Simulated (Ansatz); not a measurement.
**HAlGa, doublet: the ladder up to UCCSDT(Q)**

Geometry: displaced at random from a stationary point.

```xyz
3

Al    0.0844    0.0052    0.3446
Ga   -0.0805    0.0136   -2.3143
H    -0.0039   -0.0188    1.9698
```

Basis cc-pVTZ; Ansatz 0.2.0. Correlated methods freeze the noble-gas cores and the filled d shells of p-block atoms, which leaves 7 electrons in 72 orbitals. Prefix R: restricted or restricted open-shell reference; prefix U: unrestricted. Active spaces: valence = (7e, 9o) chosen from the atoms' valence shells. No spin–orbit coupling is included, and no scalar relativity.

Full CI isn't at hand for all of this; UCCSDT(Q) serves as the reference, and is uncertain by the last step of the cluster series or more. The frozen core follows each run's orbitals, which can shift R against U totals by a few meV for light atoms and by up to 0.1 eV past Ca.

* UHF ⟨S²⟩: 0.986
* ⟨S²⟩ of the determinant under UCCSD: 0.800
* T1 diagnostic (RCCSD): 0.0225
* largest doubles amplitude (RCCSD): 0.069
* T1 diagnostic (UCCSD): 0.0324

| level | E − E(UMP2) (eV) |
| --- | --- |
| UCCSD | -0.8393 |
| UCCSD(T) | -0.9988 |

Task: Estimate how far UCCSDT(Q) in cc-pVTZ lies from UCCSD(T). The table doesn't fix it; the size of (T) and the diagnostics are the guide.

Result: UCCSDT(Q) in cc-pVTZ lies 1.16 kcal/mol below UCCSD(T), which is 32 % of the (T) step (-3.68 kcal/mol). T1 is raised, and the rest is a large part of (T). The miss exceeds 1 kcal/mol.

The other levels:

```json
{"level": "UCCSDT", "E − E(UCCSDT(Q)) (kcal/mol)": "0.22", "wall time": "–"}
```

Run but not shown, since their state, orbitals or frozen core can't be matched to the reference's or they repeat it: RHF, UHF, RMP2, RCCSD, RCCSD(T), BCCD(T), RCCSDT, RCCSDT(Q), CASSCF (valence space), NEVPT2 (valence space).

Natural occupations of CASSCF (valence space) about the gap: 1.975 1.942 1.882 0.989 0.060 0.056 0.044 0.035 0.016; effectively unpaired electrons, Σ n²(2−n)², 1.10.
